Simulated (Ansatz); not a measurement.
We consider zinc-blende BeTe, described by r²SCAN50 (plane waves, PAW; Ansatz, a quantum-chemistry and plane-wave program).

Numerical settings: plane-wave cutoff 520 eV, 8×8×8 k mesh, Fermi–Dirac smearing 0.01 eV, scalar-relativistic PAW data made under PBE.

Pressure at four volumes; x = ln(V/22.115 Å³). One pressure is withheld.

```json
[
 {"V (Å³/atom)": "20.964", "x": "-0.0534", "P (GPa)": "3.68"},
 {"V (Å³/atom)": "22.115", "x": "0.0000", "P (GPa)": "-0.13"},
 {"V (Å³/atom)": "22.619", "x": "0.0225", "P (GPa)": "-1.52"},
 {"V (Å³/atom)": "23.171", "x": "0.0466", "P (GPa)": "?"}
]
```

Pass a parabola P(x) through the three rows shown, estimate the bulk modulus and its pressure derivative near zero pressure, and predict the withheld pressure.

Slopes between the rows: (-0.13 − (3.68))/(0.0000 − (-0.0534)) = -71.35 and (-1.52 − (-0.13))/(0.0225 − (0.0000)) = -61.78 GPa. Their difference over the span 0.0759 is c = 9.57/0.0759 = 126.1 GPa, so P(x) = 3.68 + (-71.35)(x − (-0.0534)) + 126.1 (x − (-0.0534))(x − (0.0000)). At the middle row B = −dP/dx = −[-71.35 + 126.1 × 0.0534] = 64.6 GPa, and B′ = dB/dP = 2c/B = 3.9. At x = 0.0466 the parabola gives -2.87 GPa; the run gives -2.87 GPa. The Birch–Murnaghan fit to the energies at all volumes has B0 = 64.8 GPa and B′ = 3.9.

Measured, for comparison: bulk modulus 67 GPa (room temperature, not corrected to a static lattice; as tabulated in Elmahjoubi et al. (2023), arXiv:2303.01780). Computed (rounded) less measured: bulk modulus -3 %.

Spin–orbit coupling is not included.
